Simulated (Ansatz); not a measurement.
System: rutile SnO₂. Method: r²SCAN-D4 (plane waves, PAW; Ansatz, a program for electronic structure).

Settings: plane-wave cutoff 560 eV, 8×8×10 k mesh (along the axes of the cell as run), Fermi–Dirac smearing 0.01 eV, scalar-relativistic PAW data made under PBE.

Cell (relaxed at this level):

SnO$_{2}$ is modelled in the tetragonal space group P4₂/mnm (No. 136), the rutile structure, Pearson symbol tP6. Cell: a = 4.748 Å, b = 4.748 Å, c = 3.197 Å, α = 90.00°, β = 90.00°, γ = 90.00°. Sn on 2a sees 6 O at 2.053–2.063 Å (octahedral). O on 4f has 3 Sn at 2.053–2.063 Å (trigonal planar). (Neighbours: up to the widest gap in distance over summed covalent radii, below 1.35, at either atom; cation-cation and far metal-metal contacts left out.)

**Question.** Give the computed bulk modulus, band gap and pressure derivative B′ of the bulk modulus.

**Answer.** 
bulk modulus: 207 GPa
band gap: 1.84 eV
pressure derivative B′ of the bulk modulus: 5.2

Measured, for comparison: band gap 3.81 eV (zero-point renormalisation of 215 meV (computed, non-adiabatic AHC, without the lattice-expansion part) added back here to the 1.8 K gap of; inputs from Miglio et al. (2020), arXiv:2011.12765); bulk modulus 212 GPa (temperature not stated, not corrected to a static lattice, from measured elastic constants; as tabulated in Toher et al. (2017), arXiv:1611.05714). Computed (rounded) less measured: bulk modulus -2 %.

Note: the bulk modulus comes from volumes at which shape and atoms were relaxed.

Spin–orbit coupling is not included.

Static lattice: no zero-point or thermal effects.
